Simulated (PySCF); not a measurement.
Be: ionisation energy

Be [He] 2s2 (1S) → Be⁺ [He] 2s1 (2S), as a difference of total energies. Calculation: PySCF 2.14, in cc-pVTZ (4s3p2d1f, 30 functions); the non-relativistic Hamiltonian (point nucleus). Correlated levels: valence: 1s2 frozen. The calculations carry no spin-orbit coupling.

| method | ionisation energy (eV) |
| --- | --- |
| UHF | 8.045 |
| B3LYP | 9.110 |
| MN15 | 8.942 |
| MP2 (valence) | 8.811 |
| SCS-MP2 (valence) | 8.965 |
| CCSD (valence) | 9.284 |

Errors of the correlated levels include the incompleteness of this basis and the frozen core.

With two correlated electrons CCSD is exact in that space.

Which method comes closest to the reference value, and which is furthest?

The reference is 9.323 eV (measured; NIST Atomic Spectra Database, ionization energies). Closest: CCSD (valence) (error -0.039 eV); furthest: UHF (error -1.278 eV).
